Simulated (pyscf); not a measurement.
AsH₃ + hydrogen (H₂) → AsH₃ + hydrogen (H₂) (four-centre exchange; singlet surface; As–H, H–H broken, As–H, H–H formed). Single points on ωB97X-D3(BJ)/def2-SVP structures (PySCF, gas phase). Energies in kcal/mol from the separated reactants.

```
level                   barrier  reaction energy
----------------------  -------  ---------------
ωB97X-D3(BJ)/def2-TZVP     74.5              0.0
PBE/def2-TZVP               ___              0.0
PBE0-D3(BJ)/def2-TZVP      67.2              0.0
M06-2X/def2-TZVP           74.6              0.0
ωB97M-D3(BJ)/def2-TZVP      ___              0.0
HF/def2-TZVP               95.1              0.0
```

Task: Complete the blanks.

Result: 
- PBE/def2-TZVP, barrier: 61.3
- ωB97M-D3(BJ)/def2-TZVP, barrier: 72.6

The functionals in the table span 13.3 kcal/mol in this barrier, from PBE to M06-2X. This is the saddle that the search found; another between the same sides may lie lower. Elements up to Kr have no core potential and no relativistic terms here.
